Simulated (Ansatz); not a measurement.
C3H6N: which of these isomers lies lowest?

2 of its isomers, all doublets with charge 0: A = `C=C[N]C`; B = `C=CC[NH]`.

Shapes, held fixed at every level: PBE0-D4/def2-TZVP. Flexible molecules stand in one conformer, not always the lowest. Programs: Ansatz 0.2.0.

Electronic energies in kJ/mol, without zero-point or thermal terms.

| level | kind | B − A |
| --- | --- | --- |
| HF/def2-SVP | Hartree–Fock | +69.0 |
| PBE-D4/def2-TZVPP | GGA | +75.0 |
| B3LYP-D4/def2-TZVPP | global hybrid | +69.5 |
| PBE0-D4/def2-TZVPP | global hybrid | +67.8 |
| r2SCAN0-D4/def2-TZVPP | global hybrid | +68.4 |
| wB97X-V/def2-TZVPP | range-separated hybrid | +63.6 |
| B2PLYP/def2-TZVPP | double hybrid | +63.7 |

B2PLYP/def2-TZVPP puts A lowest of these. All levels agree on that. The B − A difference spans +63.6 to +75.0 kJ/mol over the levels. Spin contamination: C3H6N (SMILES C=C[N]C) (⟨S²⟩ up to 0.96). Open shells run unrestricted unless RO is named.
